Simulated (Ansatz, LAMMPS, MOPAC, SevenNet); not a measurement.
Elastic constant C11 of cubic BN: levels of theory against measurement

Reference value: 820 GPa (measured, temperature not stated, not corrected to a static lattice; as tabulated in Råsander and Moram (2015), arXiv:1505.02379).

Question: What do Tersoff BNC.tersoff, PM7 semi-empirical Hartree-Fock (MOPAC), SevenNet-l3i5, LDA, PBE, PBE-D3(BJ), r²SCAN, HSE06, PBE0 give, and how far is each from the reference?

Answer: 
| level (code) | value (GPa) | cell (Å³/atom) | difference (%) |
|---|---|---|---|
| Tersoff BNC.tersoff (LAMMPS) | 636 | 5.33 | -22 |
| PM7 semi-empirical Hartree-Fock (MOPAC) (MOPAC) | 839 | 6.47 | +2.3 |
| SevenNet-l3i5 (SevenNet) | 666 | 5.92 | -18.8 |
| LDA (Ansatz) | 824 | 5.74 | +0.5 |
| PBE (Ansatz) | 779 | 5.95 | -5.0 |
| PBE-D3(BJ) (Ansatz) | 794 | 5.86 | -3.2 |
| r²SCAN (Ansatz) | 824 | 5.88 | +0.5 |
| HSE06 (Ansatz) | 841 | 5.81 | +2.6 |
| PBE0 (Ansatz) | 841 | 5.82 | +2.6 |

Leaving aside Tersoff BNC.tersoff, which can be fitted to such values or carry a doubt: The reference's temperature isn't stated, so close values are not ranked against it.

The measured value isn't corrected to a static lattice, so vibrations enter the comparison. A static lattice is as a rule stiffer than a warm one, by over a tenth in soft solids.  Tersoff BNC.tersoff: the potential file covers more elements than this solid holds. PM7 semi-empirical Hartree-Fock (MOPAC): the method was fitted mainly to molecules. PM7 semi-empirical Hartree-Fock (MOPAC): the run uses a supercell at the zone centre in place of a k mesh. PBE-D3(BJ): the dispersion coefficients are held fixed in the derivatives. Each level is taken at its own relaxed cell. Cutoffs and k meshes differ between the levels. Ansatz's density-functional and Hartree–Fock values are scalar-relativistic unless marked +SOC, with PAW data made under PBE.

Empirical potentials (Tersoff BNC.tersoff) are fitted to chosen data, which need not cover the solid at hand: agreement can be built in, and what lay outside the fit can be far off. Machine-learned potentials (SevenNet-l3i5) are trained on DFT data, which may include these solids.

Differences are worked out from the printed values.

Ansatz is a quantum-chemistry and plane-wave program.
